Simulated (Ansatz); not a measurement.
B–SiH–F⁺, quintet in cc-pVDZ: errors against UCCSDT(Q)

Geometry: that of the B–SiH–F, quartet, kept fixed. The triplet lies 4.6 eV lower here.

```xyz
4

B     0.0000   -0.5010    1.7973
Si    0.0000    0.3616    0.1670
F     0.0000   -0.3453   -1.2616
H     0.0000    1.8072   -0.1500
```

Basis cc-pVDZ; Ansatz 0.2.0. Only valence electrons are correlated (noble-gas cores frozen), which leaves 14 electrons in 44 orbitals. R marks a restricted (for open shells ROHF) determinant, U an unrestricted one.

Full CI isn't at hand for all of this; UCCSDT(Q) serves as the reference, and is uncertain by about the last step of the cluster series. The frozen core follows each run's orbitals, which can shift R against U totals by a few meV.

For open shells CISD is restricted-active-space CI with the open shells as a complete middle space.

The UHF ⟨S²⟩ is 6.025. The T1 diagnostic (RCCSD) is 0.0700 and the largest doubles amplitude (RCCSD) is 0.093. The T1 diagnostic (UCCSD) is 0.0550.

```
   level  E − E(RHF) (eV)
     UHF          -0.1209
    RMP2          -7.6863
    UMP2          -7.7703
   RCCSD          -8.5168
   UCCSD          -8.5300
RCCSD(T)          -8.7939
UCCSD(T)          -8.7968
```

**Question.** Estimate how far UCCSDT(Q) in cc-pVDZ lies from RCCSD(T). The table doesn't fix it; the size of (T) and the diagnostics are the guide.

**Answer.** UCCSDT(Q) in cc-pVDZ lies 3.30 mEh below RCCSD(T), which is 32 % of the (T) step (-10.18 mEh). T1 is raised, and the rest is a large part of (T). The miss exceeds 1 kcal/mol.

The other levels:

```csv
level,E − E(UCCSDT(Q)) (mEh),share of correlation (%),wall time
CISD,43.49,86.68,33 s
BCCD(T),2.78,99.15,7 s
RCCSDT,1.19,99.64,–
UCCSDT,1.16,99.64,–
RCCSDT(Q),0.55,99.83,71 s
```

The correlation energy at UCCSDT(Q), counted from RHF, is -8.884 eV. That run took 63 s on 1 thread of Arm Neoverse V2, shared host.

Times hold each run's SCF and search for its determinant on a shared host, so for small cases they say little of a method's own cost; they ran on 1 thread of Arm Neoverse V2. Some runs computed forces too.
